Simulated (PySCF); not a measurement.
PySCF input (B3PW91/6-31G* (5d)):

```python
from pyscf import gto, dft

mol = gto.M(
    atom='''
    C    -0.00558322    1.06374512   -0.38603103
    C     0.00619137   -1.03716485   -0.05773859
    C    -1.06341923    0.06866804    0.11781767
    C     1.06212711    0.08115274    0.12147835
    H    -0.01226405    2.06753296    0.06973792
    H     0.01023035   -1.42530440   -1.07919593
    H     0.00987292   -1.87345395    0.65675121
    H    -1.32708106    0.11676990    1.20906634
    H    -2.01630986   -0.04998724   -0.42504701
    H     1.32144553    0.13232640    1.21362771
    H     2.01820998   -0.02628991   -0.41809864
    ''',
    basis='6-31g*',
    charge=-1,
    spin=0,
    verbose=4,
)

mf = dft.RKS(mol, xc='b3pw91')
mf.grids.level = 3
mf.conv_tol = 1e-9
mf.max_cycle = 100
mf.max_memory = 1500
mf.kernel()
if not mf.converged:
    mf = mf.newton()
    mf.kernel(mf.make_rdm1())
mf.dip_moment()
```

From the last part of the output:

```
[INPUT]  9 H     -2.016309860000  -0.049987240000  -0.425047010000 AA   -3.810273417660  -0.094462193323  -0.803222438965 Bohr   0.0
[INPUT] 10 H      1.321445530000   0.132326400000   1.213627710000 AA    2.497170140231   0.250060655050   2.293423989083 Bohr   0.0
[INPUT] 11 H      2.018209980000  -0.026289910000  -0.418098640000 AA    3.813864124064  -0.049680729739  -0.790091922653 Bohr   0.0

nuclear repulsion = 118.952326632792
number of shells = 38
number of NR pGTOs = 136
number of NR cGTOs = 70
basis = 6-31g*
ecp = {}

******** <class 'pyscf.dft.rks.RKS'> ********
method = RKS
initial guess = minao
damping factor = 0
level_shift factor = 0
DIIS = <class 'pyscf.scf.diis.CDIIS'>
diis_start_cycle = 1
diis_space = 8
diis_damp = 0
SCF conv_tol = 1e-09
SCF conv_tol_grad = None
SCF max_cycles = 100
direct_scf = True
direct_scf_tol = 1e-13
XC library pyscf.dft.libxc version 7.1.2
    S. Lehtola, C. Steigemann, M. J. T. Oliveira, and M. A. L. Marques,  SoftwareX 7, 1–5 (2018)
XC functionals = b3pw91
    A. D. Becke,  J. Chem. Phys. 98, 5648 (1993)
radial grids:
    Treutler-Ahlrichs [JCP 102, 346 (1995); DOI:10.1063/1.469408] (M4) radial grids

becke partition: Becke, JCP 88, 2547 (1988); DOI:10.1063/1.454033
pruning grids: <function nwchem_prune>
grids dens level: 3
symmetrized grids: False
atomic radii adjust function: <function treutler_atomic_radii_adjust>
small_rho_cutoff = 0
Set gradient conv threshold to 3.16228e-05
Initial guess from minao.
tot grids = 125128
init E= -156.712466122368
  HOMO = -0.211913292234347  LUMO = 0.0462919558621038  gap/eV = 7.02612
cycle= 1 E= -156.313050079378  delta_E= 0.399  |g|= 0.672  |ddm|= 2.91
  HOMO = 0.267110105648422  LUMO = 0.342261518006268  gap/eV = 2.04497
cycle= 2 E= -156.138263286699  delta_E= 0.175  |g|= 1.02  |ddm|= 4.17
  HOMO = 0.103304983366622  LUMO = 0.304954782780473  gap/eV = 5.48717
cycle= 3 E= -156.450380207664  delta_E= -0.312  |g|= 0.0882  |ddm|= 3.21
  HOMO = 0.110354935204333  LUMO = 0.295738426693769  gap/eV = 5.04454
cycle= 4 E= -156.451787410857  delta_E= -0.00141  |g|= 0.0545  |ddm|= 0.222
  HOMO = 0.106011272530137  LUMO = 0.297904506774455  gap/eV = 5.22168
cycle= 5 E= -156.452561233235  delta_E= -0.000774  |g|= 0.00746  |ddm|= 0.0864
  HOMO = 0.106267147926789  LUMO = 0.298136396973088  gap/eV = 5.22103
cycle= 6 E= -156.452575049171  delta_E= -1.38e-05  |g|= 0.00115  |ddm|= 0.0123
  HOMO = 0.106196882174013  LUMO = 0.298125190144602  gap/eV = 5.22264
cycle= 7 E= -156.452575392313  delta_E= -3.43e-07  |g|= 0.000411  |ddm|= 0.00293
  HOMO = 0.106191099899222  LUMO = 0.298122007283438  gap/eV = 5.22271
cycle= 8 E= -156.452575434635  delta_E= -4.23e-08  |g|= 0.000148  |ddm|= 0.00091
  HOMO = 0.106196633295157  LUMO = 0.298118997938136  gap/eV = 5.22247
cycle= 9 E= -156.452575440725  delta_E= -6.09e-09  |g|= 2.41e-05  |ddm|= 0.000298
  HOMO = 0.106201053542863  LUMO = 0.298119221659788  gap/eV = 5.22236
cycle= 10 E= -156.452575440955  delta_E= -2.3e-10  |g|= 3.43e-06  |ddm|= 0.000102
  HOMO = 0.106201515693413  LUMO = 0.29811980477827  gap/eV = 5.22236
Extra cycle  E= -156.452575440957  delta_E= -2.27e-12  |g|= 2.85e-06  |ddm|= 1.98e-05
converged SCF energy = -156.452575440957

WARN: System has nonzero charge -1; the dipole moment is origin-dependent.
Location of origin: [0. 0. 0.]

Dipole moment(X, Y, Z, Debye):  0.01356, -2.67300,  1.24220
```

The dipole moment of an ion depends on the origin.
